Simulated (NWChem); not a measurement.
Everything below was run with NWChem. System: sulfur dioxide (O2S), charge 0, spin multiplicity 1, at a geometry optimised with PBE0/def2-SVP. Level: PBE0/def2-TZVPP.

Job file:

```
start mol
memory heap 200 mb stack 900 mb global 1100 mb
geometry units angstroms nocenter noautoz
  O      1.250381     0.000000    -0.371341
  S      0.000000     0.000000     0.371341
  O     -1.250381     0.000000    -0.371341
  symmetry group C2v
end
basis spherical
  * library def2-tzvpp
end
dft
  xc pbe0
  semidirect memsize 60000000 filesize 0
  iterations 100
end
task dft energy
```

Part of the output:

```
             Northwest Computational Chemistry Package (NWChem) 7.3.0
             --------------------------------------------------------

                                NWChem Input Module
                                -------------------

 Scaling coordinates for geometry "geometry" by  1.889725989
 (inverse scale =  0.529177249)

 Turning off AUTOSYM since
 SYMMETRY directive was detected!

                             Geometry "geometry" -> ""
                             -------------------------

 Output coordinates in angstroms (scale by  1.889725989 to convert to a.u.)

  No.       Tag          Charge          X              Y              Z
 ---- ---------------- ---------- -------------- -------------- --------------
    1 O                    8.0000     1.25038100     0.00000000    -0.37134100
    2 S                   16.0000     0.00000000     0.00000000     0.37134100
    3 O                    8.0000    -1.25038100     0.00000000    -0.37134100

 Effective nuclear repulsion energy (a.u.)     106.6928283177

            Nuclear Dipole moment (a.u.)
            ----------------------------
        X                 Y               Z
 ---------------- ---------------- ----------------
     0.0000000000     0.0000000000     0.0000000000

      Symmetry information
      --------------------

 Group name             C2v
 Group number             16
 Group order               4
 No. of unique centers     2

      Symmetry unique atoms

     1    2


 Summary of "ao basis" -> "" (spherical)
 ------------------------------------------------------------------------------
       Tag                 Description            Shells   Functions and Types
 ---------------- ------------------------------  ------  ---------------------
 *                         def2-tzvpp                 on all atoms

                                 NWChem DFT Module
                                 -----------------

 Summary of "ao basis" -> "ao basis" (spherical)
 ------------------------------------------------------------------------------
       Tag                 Description            Shells   Functions and Types
 ---------------- ------------------------------  ------  ---------------------
 O                         def2-tzvpp               11       31   5s3p2d1f
 S                         def2-tzvpp               14       42   5s5p3d1f

 Summary of "ao basis" -> "ao basis" (spherical)
 ------------------------------------------------------------------------------
       Tag                 Description            Shells   Functions and Types
 ---------------- ------------------------------  ------  ---------------------
 O                         def2-tzvpp               11       31   5s3p2d1f
 S                         def2-tzvpp               14       42   5s5p3d1f

      Symmetry analysis of basis
      --------------------------

        a1         39
        a2         14
        b1         31
        b2         20

            General Information
            -------------------
          SCF calculation type: DFT
          Wavefunction type:  closed shell.
          No. of atoms     :     3
          No. of electrons :    32
           Alpha electrons :    16
            Beta electrons :    16
          Charge           :     0
          Spin multiplicity:     1
          Use of symmetry is: on ; symmetry adaption is: on
          Maximum number of iterations: 100
          AO basis - number of functions:   104
                     number of shells:    36
[...]
 d= 0,ls=0.0,diis     3   -548.4048587114 -3.99D-01  1.25D-03  6.27D-02     1.9
 d= 0,ls=0.0,diis     4   -548.4094469925 -4.59D-03  4.13D-04  5.60D-03     2.0
 d= 0,ls=0.0,diis     5   -548.4099326768 -4.86D-04  2.43D-05  4.89D-05     2.2
  Resetting Diis
 d= 0,ls=0.0,diis     6   -548.4099361539 -3.48D-06  4.02D-06  3.20D-07     2.3
 d= 0,ls=0.0,diis     7   -548.4099361978 -4.39D-08  1.58D-06  2.09D-08     2.5

         Total DFT energy =     -548.409936197831
      One electron energy =     -967.838250738346
           Coulomb energy =      355.302723159907
    Exchange-Corr. energy =      -42.567236937092
 Nuclear repulsion energy =      106.692828317700

 Numeric. integr. density =       32.000002326764

     Total iterative time =      2.0s

                  Occupations of the irreducible representations
                  ----------------------------------------------

                     irrep           alpha         beta
                     --------     --------     --------
                     a1                8.0          8.0
                     a2                1.0          1.0
                     b1                5.0          5.0
                     b2                2.0          2.0

                       DFT Final Molecular Orbital Analysis
                       ------------------------------------

 Vector   14  Occ=2.000000D+00  E=-3.910937D-01  Symmetry=a2
              MO Center= -2.6D-15,  4.5D-16, -3.0D-01, r^2= 2.1D+00
   Bfn.  Coefficient  Atom+Function         Bfn.  Coefficient  Atom+Function
  ----- ------------  ---------------      ----- ------------  ---------------
     7      0.326109  1 O  py                80     -0.326109  3 O  py
    10      0.277735  1 O  py                83     -0.277735  3 O  py
    13      0.184573  1 O  py                86     -0.184573  3 O  py
    62      0.104463  2 S  d -2              57      0.084243  2 S  d -2

 Vector   15  Occ=2.000000D+00  E=-3.776506D-01  Symmetry=b1
              MO Center=  2.3D-14,  4.4D-16, -2.5D-01, r^2= 2.2D+00
   Bfn.  Coefficient  Atom+Function         Bfn.  Coefficient  Atom+Function
  ----- ------------  ---------------      ----- ------------  ---------------
     6      0.250372  1 O  px                79      0.250372  3 O  px
     8      0.226667  1 O  pz                81     -0.226667  3 O  pz
     9      0.211858  1 O  px                82      0.211858  3 O  px
    11      0.195674  1 O  pz                84     -0.195674  3 O  pz
    12      0.135410  1 O  px                85      0.135410  3 O  px

 Vector   16  Occ=2.000000D+00  E=-3.509030D-01  Symmetry=a1
              MO Center=  2.6D-14, -1.9D-16,  3.8D-03, r^2= 2.1D+00
   Bfn.  Coefficient  Atom+Function         Bfn.  Coefficient  Atom+Function
  ----- ------------  ---------------      ----- ------------  ---------------
    36      0.472446  2 S  s                  8     -0.292042  1 O  pz
    81     -0.292042  3 O  pz                11     -0.245819  1 O  pz
    84     -0.245819  3 O  pz                48      0.214073  2 S  pz
    14     -0.185783  1 O  pz                87     -0.185783  3 O  pz
    35      0.160982  2 S  s                 34     -0.134554  2 S  s

 Vector   17  Occ=0.000000D+00  E=-1.308304D-01  Symmetry=b2
              MO Center=  1.2D-14, -4.4D-16,  1.8D-01, r^2= 2.0D+00
   Bfn.  Coefficient  Atom+Function         Bfn.  Coefficient  Atom+Function
  ----- ------------  ---------------      ----- ------------  ---------------
    47      0.477240  2 S  py                50      0.425047  2 S  py
     7     -0.258203  1 O  py                80     -0.258203  3 O  py
    13     -0.252744  1 O  py                86     -0.252744  3 O  py
    10     -0.216933  1 O  py                83     -0.216933  3 O  py
    44      0.199581  2 S  py                38     -0.157531  2 S  py

 Vector   18  Occ=0.000000D+00  E= 4.185158D-02  Symmetry=a1
              MO Center=  2.0D-14, -6.4D-16,  2.2D-01, r^2= 2.5D+00
   Bfn.  Coefficient  Atom+Function         Bfn.  Coefficient  Atom+Function
  ----- ------------  ---------------      ----- ------------  ---------------
    36      1.685661  2 S  s                 51     -1.045855  2 S  pz
     5     -0.769060  1 O  s                 78     -0.769060  3 O  s
    12      0.493990  1 O  px                85     -0.493990  3 O  px
    48     -0.421606  2 S  pz                 9      0.201649  1 O  px
    82     -0.201649  3 O  px                 6      0.200354  1 O  px

 Vector   19  Occ=0.000000D+00  E= 6.125294D-02  Symmetry=b1
              MO Center=  5.5D-15, -1.4D-15,  6.7D-01, r^2= 2.9D+00
   Bfn.  Coefficient  Atom+Function         Bfn.  Coefficient  Atom+Function
  ----- ------------  ---------------      ----- ------------  ---------------
    49      1.575776  2 S  px                 5     -0.997092  1 O  s
    78      0.997092  3 O  s                 46      0.488478  2 S  px
    14     -0.370712  1 O  pz                87      0.370712  3 O  pz
    12      0.206907  1 O  px                85      0.206907  3 O  px
     8     -0.175295  1 O  pz                81      0.175295  3 O  pz

 center of mass
 --------------
 x =   0.00000000 y =   0.00000000 z =  -0.00019474

 moments of inertia (a.u.)
 ------------------
          31.496676617860           0.000000000000           0.000000000000
           0.000000000000         210.101917968322           0.000000000000
           0.000000000000           0.000000000000         178.605241350462

     Multipole analysis of the density
     ---------------------------------

     L   x y z        total         alpha         beta         nuclear
     -   - - -        -----         -----         ----         -------
     0   0 0 0     -0.000000    -16.000000    -16.000000     32.000000

     1   1 0 0      0.000000      0.000000      0.000000      0.000000
     1   0 1 0     -0.000000     -0.000000     -0.000000      0.000000
     1   0 0 1      0.697227      0.348613      0.348613      0.000000

     2   2 0 0    -19.952101    -54.641570    -54.641570     89.331039
     2   1 1 0      0.000000      0.000000      0.000000      0.000000
     2   1 0 1     -0.000000     -0.000000     -0.000000      0.000000
     2   0 2 0    -15.351981     -7.675990     -7.675990      0.000000
     2   0 1 1      0.000000      0.000000      0.000000      0.000000
     2   0 0 2    -16.720056    -16.238889    -16.238889     15.757723

 Task  times  cpu:        2.5s     wall:        2.5s

 Total times  cpu:        2.5s     wall:        2.5s
```
